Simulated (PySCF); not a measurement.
Stepwise substitution at one centre (Si Cl-H). Gas-phase values, no solvent. Strings in code marks are SMILES.

The S1–T1 gap (TDA) from two functionals at the same geometries (CAM-B3LYP-D3(BJ)/def2-TZVP), both in PySCF: PBE-D3(BJ)/def2-TZVP and CAM-B3LYP-D3(BJ)/def2-TZVP. Excitations are Tamm–Dancoff values on a coarser integration grid. The basis has no diffuse functions, so Rydberg states are missing or too high.

```tsv
species	CAM-B3LYP-D3(BJ)/def2-TZVP (eV)
0 of 4 Cl replaced by H	0.52
1 of 4 Cl replaced by H (`Cl[SiH](Cl)Cl`)	0.54
2 of 4 Cl replaced by H	0.40
3 of 4 Cl replaced by H	0.44
```

### Question
What does PBE-D3(BJ)/def2-TZVP give for each?

### Answer

- 0 of 4 Cl replaced by H: 0.31
- 1 of 4 Cl replaced by H (`Cl[SiH](Cl)Cl`): 0.35
- 2 of 4 Cl replaced by H: 0.31
- 3 of 4 Cl replaced by H: 0.36
Over these rows, drawn at random from the members with no instability flagged (it was tested for open shells, ions and some series alone), PBE minus CAM-B3LYP-D3(BJ): mean -0.14 eV, from -0.21 eV to -0.09 eV.
